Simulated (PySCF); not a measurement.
Simulated C 1s region for propionyl chloride (`CCC(=O)Cl`), binding energy against the vacuum level.

Every computed line was given a Gaussian of 0.4 eV full width at half maximum and an area set by the number of equivalent atoms; the highest printed point is 100. Method: delta-SCF UKS SCAN, pcX-2 on the ionised atom, pcseg-1 elsewhere, spin-free X2C in PySCF 2.14.0.

binding energy (eV), intensity and a bar:
```
    290.7          1 
    290.8          6 ##
    290.9         20 ######
    291.0         48 ##############
    291.1         82 #########################
    291.2        100 ##############################
    291.3         86 ##########################
    291.4         55 ################
    291.5         33 ##########
    291.6         38 ###########
    291.7         66 ####################
    291.8         94 ############################
    291.9         97 #############################
    292.0         71 #####################
    292.1         37 ###########
    292.2         14 ####
    292.3          4 #
    292.4          1 
    292.5          0 
    292.6          0 
    292.7          0 
    292.8          0 
    292.9          0 
    293.0          0 
    293.1          0 
    293.2          0 
    293.3          0 
    293.4          0 
    293.5          0 
    293.6          0 
    293.7          0 
    293.8          0 
    293.9          0 
    294.0          0 
    294.1          0 
    294.2          0 
    294.3          0 
    294.4          0 
    294.5          0 
    294.6          2 #
    294.7          9 ###
    294.8         27 ########
    294.9         59 ##################
    295.0         91 ###########################
    295.1         99 ##############################
    295.2         76 #######################
    295.3         41 ############
    295.4         16 #####
    295.5          4 #
    295.6          1
```

**Question.** How many maxima does the curve show, and how many computed lines lie under it?

**Answer.** The curve has 3 maxima (at 291.2, 291.9 and 295.1 eV). Under it lie 3 lines from 3 inequivalent carbon sites.

**Question.** Decompose the envelope and assign each component. Numbering: `[CH3:1][CH2:2][C:3](=[O:4])[Cl:5]`.

**Answer.** 
```csv
position (eV),relative area,line,atoms,environment
291.21,1,C 1s,C1,methyl carbon
291.86,1,C 1s,C2,sp3 carbon next to a carbonyl
295.07,1,C 1s,C3,acyl halide carbon
```

Lowest listed C 1s: C1, bonded to C and 3 H. Highest, 3.86 eV above it: C3, bonded to O (double bond), Cl and C. Summing the Pauling electronegativity differences to the bonded atoms, each weighted by its formal bond order, gives -1.05 for the lowest site and +2.39 for the highest; no listed site has a larger sum than the highest.

The curve has no shake-up lines and no vibrational structure. Geometry: GFN2-xTB, one conformer, isolated molecule.

Time: 27 s of wall time; peak memory 0.42 GiB. Hardware: an Arm Neoverse V2 with one thread, no GPU, shared host with 32 logical CPUs at a one-minute load of 9.1.

Shape of the structure used: `[CH3:1][CH2:2][C:3](=[O:4])[Cl:5]`: C1–C2–C3–O4 0°.
